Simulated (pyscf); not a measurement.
PySCF, gas phase, ωB97X-D3(BJ)/def2-SVP geometries.

**Question.** HO–GaH–PH₂ + hydrogen (H₂) → H₂P–GaH₂ + water (H₂O)
Surface: singlet. Broken: Ga–O, H–H. Formed: Ga–H, H–O. Give ΔE‡ and ΔE from ωB97M-D3(BJ)/def2-TZVP, relative to the separated reactants.

**Answer.** ΔE‡ = 23.0 kcal/mol, ΔE = +11.4 kcal/mol. Zero-point energy shifts the barrier by +2.6 kcal/mol. It is a four-centre exchange, with an imaginary mode of 1305i cm⁻¹. On the product side the descent ends in an adduct with a Ga–O contact (not fully relaxed), 15.1 kcal/mol under the separated species and 25.3 kcal/mol under the saddle at ωB97X-D3(BJ)/def2-TZVP. What is counted as broken (Ga–O) persists as a longer contact in the product adduct; parting that adduct is a step of its own. At the saddle there is also a short Ga–H contact that neither side keeps. This is the saddle that the search found; another between the same sides may lie lower. Elements up to Kr have no core potential and no relativistic terms here.
